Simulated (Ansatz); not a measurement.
`[LiH]`, relaxed with RKS PBE-D4/def2-SVP in Ansatz 0.2.0 from a rough embedded geometry. The force threshold is 0.03 eV/Å; the program also tests the step.

Total charge 0; spin multiplicity 1.

Start:

```xyz
2

Li    0.411   -0.280    0.624
H    -0.411    0.280   -0.624
```

```
step  energy (eV)  largest force (eV/Å)  largest move (Å)
   1    -218.7332                 0.051             0.000
   2    -218.7334                 0.004             0.004
```

End:

```xyz
2

Li    0.413   -0.281    0.627
H    -0.413    0.281   -0.627
```

Run time 0.61 s (2 threads of an AMD EPYC 7R13 on a shared host); peak host memory 0.11 GiB.
